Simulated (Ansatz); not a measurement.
Basis-set extrapolation for C3H3FO, SMILES `C=C=C(O)F` (PBE0-D4/def2-TZVP geometry, frozen core, Ansatz). Multiplicity 1, RHF reference.

|  | def2-TZVPP | def2-QZVPP |
| --- | --- | --- |
| HF | -289.690491 | -289.703111 |
| MP2 correlation | -0.946940 | -1.020563 |
| CCSD(T) correlation | -1.006519 | not run |

Energies in hartree. Use E(X) = E(∞) + A·exp(−7.88·√X) for Hartree–Fock and E(X) = E(∞) + B·X^(−2.97) for correlation, with X = 3 and 4, and add CCSD(T) minus MP2 of the smaller set to the MP2 limit.

Task: What is the CCSD(T) energy at the basis-set limit?

Result: HF limit: -289.703111 + (-0.012620) × 0.13774 = -289.70485. MP2 limit: -1.020563 + (-0.073623) × 0.74074 = -1.07510. Higher-order term: -1.006519 − (-0.946940) = -0.05958. Total: -290.83953 hartree, 374.2 kJ/mol below CCSD(T)/def2-TZVPP.
